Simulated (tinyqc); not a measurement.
Worked calculation: CCSD on RHF in the sto-6g basis, for HF, spin multiplicity 1. Computed by tinyqc, a small Python program that keeps every step (integrals from PySCF). Settings: charge = 0, multiplicity = 1, basis = sto-6g, method = RHF, energy threshold = 1e-10, iteration cap = 71, orthogonalisation = symmetric, start = atomic densities, DIIS depth = 6, amplitude equations = CCSD, DIIS depth for amplitudes = 6, cap on updates = 88. Command: `OMP_NUM_THREADS=1 python tinyqc.py 26239 26240 out.jsonl` (the two numbers bound the seeds that draw the settings). One thread of a shared host (Intel(R) Xeon(R) Processor @ 2.60GHz), about 0.2 s of CPU time with the checks. The early iterations of the SCF are left out here.

## One-electron integrals

Geometry (angstrom):
```
atom        x        y        z
F     0.00000  0.00000  0.00000
H     0.00000  0.00000  0.82800
```

Basis sto-6g: exponents (1/bohr^2) and contraction coefficients of normalised primitives:
```
element  l (shell)    exponent  coefficient
F            s (1)  1728.62657      0.00916
F            s (1)   316.94179      0.04936
F            s (1)    88.66889      0.16854
F            s (1)    30.46016      0.37056
F            s (1)    11.82857      0.41649
F            s (1)     4.87166      0.13033
F            s (2)    67.03228     -0.01325
F            s (2)    13.26744     -0.04699
F            s (2)     4.12351     -0.03379
F            s (2)     1.58646      0.25024
F            s (2)     0.68900      0.59512
F            s (2)     0.31582      0.24071
F            p (3)    67.03228      0.00376
F            p (3)    13.26744      0.03768
F            p (3)     4.12351      0.17390
F            p (3)     1.58646      0.41804
F            p (3)     0.68900      0.42586
F            p (3)     0.31582      0.10171
H            s (1)    35.52322      0.00916
H            s (1)     6.51314      0.04936
H            s (1)     1.82214      0.16854
H            s (1)     0.62596      0.37056
H            s (1)     0.24308      0.41649
H            s (1)     0.10011      0.13033
```

Overlap, kinetic and nuclear-attraction integrals over the contracted functions; the nuclear repulsion is the sum of Za Zb / Rab.

nuclear repulsion = 5.7519262 hartree

overlap S, order 1F 1s, 1F 2s, 1F 2px, 1F 2py, 1F 2pz, 2H 1s:
$$\begin{pmatrix}
1.00000 & 0.23248 & 0.00000 & 0.00000 & 0.00000 & 0.06210 \\
0.23248 & 1.00000 & 0.00000 & 0.00000 & 0.00000 & 0.51323 \\
0.00000 & 0.00000 & 1.00000 & 0.00000 & 0.00000 & 0.00000 \\
0.00000 & 0.00000 & 0.00000 & 1.00000 & 0.00000 & 0.00000 \\
0.00000 & 0.00000 & 0.00000 & 0.00000 & 1.00000 & 0.37716 \\
0.06210 & 0.51323 & 0.00000 & 0.00000 & 0.37716 & 1.00000
\end{pmatrix}$$

kinetic energy T (hartree), order 1F 1s, 1F 2s, 1F 2px, 1F 2py, 1F 2pz, 2H 1s:
$$\begin{pmatrix}
37.39773 & -1.14335 & 0.00000 & 0.00000 & 0.00000 & 0.00364 \\
-1.14335 & 1.08230 & 0.00000 & 0.00000 & 0.00000 & 0.18135 \\
0.00000 & 0.00000 & 3.25133 & 0.00000 & 0.00000 & 0.00000 \\
0.00000 & 0.00000 & 0.00000 & 3.25133 & 0.00000 & 0.00000 \\
0.00000 & 0.00000 & 0.00000 & 0.00000 & 3.25133 & 0.34914 \\
0.00364 & 0.18135 & 0.00000 & 0.00000 & 0.34914 & 0.76852
\end{pmatrix}$$

nuclear attraction V (hartree), order 1F 1s, 1F 2s, 1F 2px, 1F 2py, 1F 2pz, 2H 1s:
$$\begin{pmatrix}
-78.46155 & -8.01429 & 0.00000 & 0.00000 & -0.01953 & -2.46613 \\
-8.01429 & -12.10489 & 0.00000 & 0.00000 & -0.21391 & -4.95024 \\
0.00000 & 0.00000 & -12.05487 & 0.00000 & 0.00000 & 0.00000 \\
0.00000 & 0.00000 & 0.00000 & -12.05487 & 0.00000 & 0.00000 \\
-0.01953 & -0.21391 & 0.00000 & 0.00000 & -12.20341 & -3.29560 \\
-2.46613 & -4.95024 & 0.00000 & 0.00000 & -3.29560 & -6.64239
\end{pmatrix}$$

core Hamiltonian H = T + V (hartree), order 1F 1s, 1F 2s, 1F 2px, 1F 2py, 1F 2pz, 2H 1s:
$$\begin{pmatrix}
-41.06383 & -9.15764 & 0.00000 & 0.00000 & -0.01953 & -2.46250 \\
-9.15764 & -11.02260 & 0.00000 & 0.00000 & -0.21391 & -4.76890 \\
0.00000 & 0.00000 & -8.80355 & 0.00000 & 0.00000 & 0.00000 \\
0.00000 & 0.00000 & 0.00000 & -8.80355 & 0.00000 & 0.00000 \\
-0.01953 & -0.21391 & 0.00000 & 0.00000 & -8.95209 & -2.94646 \\
-2.46250 & -4.76890 & 0.00000 & 0.00000 & -2.94646 & -5.87386
\end{pmatrix}$$

## Two-electron integrals

Functions are numbered as in S; the eight-fold symmetry (ij|kl) = (ji|kl) = (kl|ij) leaves the list below.

Two-electron integrals (ij|kl) in chemists' order, unique and non-zero (hartree):
```
(11|11) 5.40624   (21|11) 0.76813   (21|21) 0.13891   (22|11) 1.26627
(22|21) 0.28399   (22|22) 0.92637   (31|31) 0.02945   (32|31) 0.04468
(32|32) 0.20475   (33|11) 1.26627   (33|21) 0.28399   (33|22) 0.92637
(33|33) 0.99808   (41|41) 0.02945   (42|41) 0.04468   (42|42) 0.20475
(43|43) 0.05379   (44|11) 1.26627   (44|21) 0.28399   (44|22) 0.92637
(44|33) 0.89051   (44|44) 0.99808   (51|51) 0.02945   (52|51) 0.04468
(52|52) 0.20475   (53|53) 0.05379   (54|54) 0.05379   (55|11) 1.26627
(55|21) 0.28399   (55|22) 0.92637   (55|33) 0.89051   (55|44) 0.89051
(55|55) 0.99808   (61|11) 0.21946   (61|21) 0.03801   (61|22) 0.07587
(61|33) 0.07574   (61|44) 0.07574   (61|51) 0.00164   (61|52) 0.00318
(61|55) 0.07614   (61|61) 0.01057   (62|11) 0.49557   (62|21) 0.11253
(62|22) 0.40236   (62|33) 0.39703   (62|44) 0.39703   (62|51) 0.00800
(62|52) 0.05715   (62|55) 0.41302   (62|61) 0.03071   (62|62) 0.20576
(63|31) 0.01324   (63|32) 0.07317   (63|53) 0.01225   (63|63) 0.03218
(64|41) 0.01324   (64|42) 0.07317   (64|54) 0.01225   (64|64) 0.03218
(65|11) 0.30855   (65|21) 0.07112   (65|22) 0.27178   (65|33) 0.25974
(65|44) 0.25974   (65|51) 0.01790   (65|52) 0.11129   (65|55) 0.29587
(65|61) 0.02039   (65|62) 0.17052   (65|65) 0.17326   (66|11) 0.59925
(66|21) 0.13855   (66|22) 0.56309   (66|33) 0.54339   (66|44) 0.54339
(66|51) 0.01408   (66|52) 0.13430   (66|55) 0.60250   (66|61) 0.03821
(66|62) 0.34848   (66|65) 0.33562   (66|66) 0.77500
```

## Orthogonalisation

S = U s U^T; symmetric (Loewdin) form X = U s^(-1/2) U^T, so that X^T S X = 1.

eigenvalues of S: [0.34995, 0.85012, 1.00000, 1.00000, 1.11525, 1.68469]

X, order 1F 1s, 1F 2s, 1F 2px, 1F 2py, 1F 2pz, 2H 1s:
$$\begin{pmatrix}
1.02233 & -0.13246 & 0.00000 & 0.00000 & -0.00871 & 0.02335 \\
-0.13246 & 1.17003 & 0.00000 & 0.00000 & 0.10749 & -0.35999 \\
0.00000 & 0.00000 & 1.00000 & 0.00000 & 0.00000 & 0.00000 \\
0.00000 & 0.00000 & 0.00000 & 1.00000 & 0.00000 & 0.00000 \\
-0.00871 & 0.10749 & 0.00000 & 0.00000 & 1.07759 & -0.26060 \\
0.02335 & -0.35999 & 0.00000 & 0.00000 & -0.26060 & 1.22242
\end{pmatrix}$$

## Starting guess

The start is atomic minimal-basis densities projected into this basis (PySCF's MINAO start) and scaled to the electron count of each spin; this density is not idempotent, so its energy is not variational and may lie below the converged one.

D at the start, order 1F 1s, 1F 2s, 1F 2px, 1F 2py, 1F 2pz, 2H 1s:
$$\begin{pmatrix}
2.15134 & -0.49316 & 0.00000 & 0.00000 & 0.01612 & -0.01276 \\
-0.49316 & 2.13517 & 0.00000 & 0.00000 & -0.10718 & 0.02204 \\
0.00000 & 0.00000 & 1.63683 & 0.00000 & 0.00000 & 0.00000 \\
0.00000 & 0.00000 & 0.00000 & 1.63683 & 0.00000 & 0.00000 \\
0.01612 & -0.10718 & 0.00000 & 0.00000 & 1.49215 & 0.15910 \\
-0.01276 & 0.02204 & 0.00000 & 0.00000 & 0.15910 & 1.03592
\end{pmatrix}$$

## Iteration 7 (converged): orbitals

converged F (hartree), order 1F 1s, 1F 2s, 1F 2px, 1F 2py, 1F 2pz, 2H 1s:
$$\begin{pmatrix}
-26.22662 & -6.37004 & 0.00000 & 0.00000 & -0.02776 & -1.71208 \\
-6.37004 & -2.93776 & 0.00000 & 0.00000 & -0.14066 & -1.32625 \\
0.00000 & 0.00000 & -0.47815 & 0.00000 & 0.00000 & 0.00000 \\
0.00000 & 0.00000 & 0.00000 & -0.47815 & 0.00000 & 0.00000 \\
-0.02776 & -0.14066 & 0.00000 & 0.00000 & -0.44474 & -0.62685 \\
-1.71208 & -1.32625 & 0.00000 & 0.00000 & -0.62685 & -0.74972
\end{pmatrix}$$

Diagonalise F' = X^T F X, C = X C', fill 5 alpha and 5 beta electrons from the bottom; D = 2 C_occ C_occ^T. Each column has its largest component positive (the first on a tie).

F' = X^T F X (hartree):
$$\begin{pmatrix}
-25.81090 & -3.18510 & 0.00000 & 0.00000 & -0.04351 & -0.32653 \\
-3.18510 & -1.64183 & 0.00000 & 0.00000 & 0.11102 & -0.68792 \\
0.00000 & 0.00000 & -0.47815 & 0.00000 & 0.00000 & 0.00000 \\
0.00000 & 0.00000 & 0.00000 & -0.47815 & 0.00000 & 0.00000 \\
-0.04351 & 0.11102 & 0.00000 & 0.00000 & -0.20481 & -0.63382 \\
-0.32653 & -0.68792 & 0.00000 & 0.00000 & -0.63382 & 0.00442
\end{pmatrix}$$

orbital energies (hartree): MO1 -26.23014, MO2 -1.51835, MO3 -0.61992, MO4 -0.47815, MO5 -0.47815, MO6 0.71530

coefficients C, order 1F 1s, 1F 2s, 1F 2px, 1F 2py, 1F 2pz, 2H 1s:
$$\begin{pmatrix}
0.99696 & -0.23355 & 0.08492 & 0.00000 & 0.00000 & 0.08740 \\
0.01394 & 0.91353 & -0.48329 & 0.00000 & 0.00000 & -0.67776 \\
0.00000 & 0.00000 & 0.00000 & 0.47843 & 0.87812 & 0.00000 \\
0.00000 & 0.00000 & 0.00000 & 0.87812 & -0.47843 & 0.00000 \\
0.00272 & 0.12208 & 0.71725 & 0.00000 & 0.00000 & -0.84343 \\
-0.00437 & 0.16714 & 0.48666 & 0.00000 & 0.00000 & 1.19481
\end{pmatrix}$$

D after iteration 7, order 1F 1s, 1F 2s, 1F 2px, 1F 2py, 1F 2pz, 2H 1s:
$$\begin{pmatrix}
2.11137 & -0.48100 & 0.00000 & 0.00000 & 0.07022 & -0.00413 \\
-0.48100 & 2.13662 & 0.00000 & 0.00000 & -0.47016 & -0.16514 \\
0.00000 & 0.00000 & 2.00000 & 0.00000 & 0.00000 & 0.00000 \\
0.00000 & 0.00000 & 0.00000 & 2.00000 & 0.00000 & 0.00000 \\
0.07022 & -0.47016 & 0.00000 & 0.00000 & 1.05873 & 0.73890 \\
-0.00413 & -0.16514 & 0.00000 & 0.00000 & 0.73890 & 0.52958
\end{pmatrix}$$

Within a degenerate level the vectors are fixed only up to a rotation; this is one choice.

## Convergence

Stop when the energy changes by less than 1e-10 hartree and every element of the error matrix X^T (F D S - S D F) X is below 3e-06.

Course of the cycle:
```
iteration   E (hartree)     change  largest element of the error matrix
1          -100.5230488          -                             1.59e+00
2           -99.4530256   1.07e+00                             2.05e-01
3           -99.4748894  -2.19e-02                             3.15e-02
4           -99.4756438  -7.54e-04                             3.50e-03
5           -99.4756507  -6.92e-06                             1.04e-04
6           -99.4756507  -4.49e-09                             1.97e-06
7           -99.4756507  -1.72e-12                             1.30e-08
```

PySCF RHF in the same basis = -99.4756507 hartree

Converged in 7 iterations.

## Populations, bond orders and dipole

Mulliken: Z minus the diagonal of D S on the atom; Loewdin: the same with S^(1/2) D S^(1/2); Mayer order: 2 sum_s sum (D(s) S)_ij (D(s) S)_ji over the two atoms.

Charges (e):
```
atom  Mulliken   Loewdin
1F    -0.27675  -0.19044
2H     0.27675   0.19044
```

Mayer bond orders:
```
pair    order
2-1   0.92341
```

dipole moment about the origin, x y z (debye): [0.00000, 0.00000, 1.40873]

## Integrals over molecular orbitals

(pq|rs) = sum C_ip C_jq C_kr C_ls (ij|kl), one index at a time.

one-electron integrals over orbitals h = C^T H C (hartree):
$$\begin{pmatrix}
-41.04944 & 0.70367 & -0.25256 & 0.00000 & 0.00000 & -0.27317 \\
0.70367 & -9.25943 & 0.53248 & 0.00000 & 0.00000 & 1.38115 \\
-0.25256 & 0.53248 & -7.98689 & 0.00000 & 0.00000 & 1.67216 \\
0.00000 & 0.00000 & 0.00000 & -8.80355 & 0.00000 & 0.00000 \\
0.00000 & 0.00000 & 0.00000 & 0.00000 & -8.80355 & 0.00000 \\
-0.27317 & 1.38115 & 1.67216 & 0.00000 & 0.00000 & -6.13953
\end{pmatrix}$$

Two-electron integrals over orbitals (pq|rs), unique and non-zero (hartree):
```
(11|11) 5.37994    (21|11) -0.50761   (21|21) 0.07768    (22|11) 1.20582
(22|21) -0.01910   (22|22) 0.86469    (31|11) 0.19078    (31|21) -0.02617
(31|22) 0.01731    (31|31) 0.02790    (32|11) -0.14628   (32|21) 0.01091
(32|22) 0.00262    (32|31) 0.02091    (32|32) 0.15842    (33|11) 1.06516
(33|21) -0.01282   (33|22) 0.77662    (33|31) -0.00780   (33|32) -0.06651
(33|33) 0.82014    (41|41) 0.03043    (42|41) 0.03839    (42|42) 0.17693
(43|41) -0.01328   (43|42) -0.04765   (43|43) 0.05489    (44|11) 1.26596
(44|21) -0.01341   (44|22) 0.87536    (44|31) 0.00483    (44|32) -0.07437
(44|33) 0.78984    (44|44) 0.99808    (51|51) 0.03043    (52|51) 0.03839
(52|52) 0.17693    (53|51) -0.01328   (53|52) -0.04765   (53|53) 0.05489
(54|54) 0.05379    (55|11) 1.26596    (55|21) -0.01341   (55|22) 0.87536
(55|31) 0.00483    (55|32) -0.07437   (55|33) 0.78984    (55|44) 0.89051
(55|55) 0.99808    (61|11) 0.20724    (61|21) -0.03507   (61|22) -0.00092
(61|31) -0.00545   (61|32) -0.02570   (61|33) 0.01624    (61|44) 0.00494
(61|55) 0.00494    (61|61) 0.03151    (62|11) -0.29378   (62|21) 0.00667
(62|22) -0.14543   (62|31) -0.02074   (62|32) -0.03080   (62|33) -0.05361
(62|44) -0.14534   (62|55) -0.14534   (62|61) 0.01317    (62|62) 0.10231
(63|11) -0.31947   (63|21) 0.00515    (63|22) -0.13386   (63|31) 0.00282
(63|32) 0.09008    (63|33) -0.13542   (63|44) -0.17159   (63|55) -0.17159
(63|61) -0.00619   (63|62) 0.06245    (63|63) 0.14963    (64|41) -0.01251
(64|42) -0.04772   (64|43) -0.01000   (64|64) 0.03277    (65|51) -0.01251
(65|52) -0.04772   (65|53) -0.01000   (65|65) 0.03277    (66|11) 0.90939
(66|21) -0.00874   (66|22) 0.70226    (66|31) 0.01867    (66|32) 0.08007
(66|33) 0.67014    (66|44) 0.66006    (66|55) 0.66006    (66|61) -0.01006
(66|62) -0.07142   (66|63) -0.00795   (66|66) 0.72428
```

## CCSD: starting amplitudes

t_ij^ab = <ij||ab> / (e_i + e_j - e_a - e_b), whose energy is MP2.

Starting amplitudes (spin orbitals 1a, 1b, ...; amplitudes related by a flip of all spins are not repeated):
```
from      to         t
3a 3b  6a 6b  -0.05603
2a 2b  6a 6b  -0.02290
2a 3b  6a 6b  -0.01750
4a 4b  6a 6b  -0.01373
5a 5b  6a 6b  -0.01373
1a 1b  6a 6b  -0.00058
1a 2b  6a 6b  -0.00045
1a 3b  6a 6b   0.00022
```

correlation energy = -0.0138462 hartree

## CCSD: amplitude update 1

t_i^a D_i^a and t_ij^ab D_ij^ab are set to the remaining terms of the spin-orbital equations, evaluated with the old amplitudes; for the doubles these are <ij||ab> + 1/2 <ab||ef> t_ij^ef + 1/2 <mn||ij> t_mn^ab + P(ij)P(ab) <mb||ej> t_im^ae + terms in t^2 + terms with t1, D the orbital-energy denominators.

Amplitudes after update 1 (spin orbitals 1a, 1b, ...; amplitudes related by a flip of all spins are not repeated):
```
from      to         t
3a 3b  6a 6b  -0.07351
2a 2b  6a 6b  -0.02569
2a 3b  6a 6b  -0.02508
4a 4b  6a 6b  -0.01593
5a 5b  6a 6b  -0.01593
3a        6a   0.00469
1a 1b  6a 6b  -0.00051
1a 2b  6a 6b  -0.00040
2a        6a   0.00032
1a 3b  6a 6b   0.00014
1a        6a  8.36e-06
```

correlation energy = -0.0178303 hartree

## CCSD: amplitude update 2

As before.

Amplitudes after update 2 (spin orbitals 1a, 1b, ...; amplitudes related by a flip of all spins are not repeated):
```
from      to         t
3a 3b  6a 6b  -0.07992
2a 3b  6a 6b  -0.02760
2a 2b  6a 6b  -0.02590
4a 4b  6a 6b  -0.01638
5a 5b  6a 6b  -0.01638
3a        6a   0.00707
1a 1b  6a 6b  -0.00050
1a 2b  6a 6b  -0.00039
2a        6a   0.00031
1a 3b  6a 6b   0.00012
1a        6a  1.85e-05
```

correlation energy = -0.0191502 hartree

## CCSD: amplitude update 3

t_i^a D_i^a and t_ij^ab D_ij^ab are set to the remaining terms of the spin-orbital equations, evaluated with the old amplitudes; for the doubles these are <ij||ab> + 1/2 <ab||ef> t_ij^ef + 1/2 <mn||ij> t_mn^ab + P(ij)P(ab) <mb||ej> t_im^ae + terms in t^2 + terms with t1, D the orbital-energy denominators. DIIS then mixes the stored amplitudes.

DIIS coefficients: [-0.57861, 1.57861]

Amplitudes after update 3 (spin orbitals 1a, 1b, ...; amplitudes related by a flip of all spins are not repeated):
```
from      to         t
3a 3b  6a 6b  -0.08379
2a 3b  6a 6b  -0.02887
2a 2b  6a 6b  -0.02577
4a 4b  6a 6b  -0.01653
5a 5b  6a 6b  -0.01653
3a        6a   0.00871
1a 1b  6a 6b  -0.00050
1a 2b  6a 6b  -0.00039
2a        6a   0.00014
1a 3b  6a 6b   0.00011
1a        6a  2.55e-05
```

correlation energy = -0.0198802 hartree

## CCSD: convergence

E_corr = 1/4 sum <ij||ab> t_ij^ab + 1/2 sum <ij||ab> t_i^a t_j^b; stop when the norm of the change is below 1e-8.

Course of the amplitude iterations:
```
update  correlation energy (hartree)  norm of the change
0                         -0.0138462                   -
1                         -0.0178303            4.24e-02
2                         -0.0191502            1.51e-02
3                         -0.0198802            5.61e-03
4                         -0.0198778            3.30e-04
5                         -0.0198781            1.94e-05
6                         -0.0198781            3.77e-06
7                         -0.0198781            4.32e-07
8                         -0.0198781            2.73e-08
9                         -0.0198781            2.79e-09
```

Converged amplitudes (spin orbitals 1a, 1b, ...; amplitudes related by a flip of all spins are not repeated):
```
from      to         t
3a 3b  6a 6b  -0.08393
2a 3b  6a 6b  -0.02878
2a 2b  6a 6b  -0.02568
4a 4b  6a 6b  -0.01648
5a 5b  6a 6b  -0.01648
3a        6a   0.00887
1a 1b  6a 6b  -0.00050
1a 2b  6a 6b  -0.00039
1a 3b  6a 6b   0.00011
1a        6a  2.62e-05
2a        6a  2.36e-05
```

CCSD total energy = -99.4955289 hartree

T1 diagnostic, norm of the one-spin t1 over sqrt(correlated electrons) = 0.00280

Converged in 9 updates, with DIIS from the third.
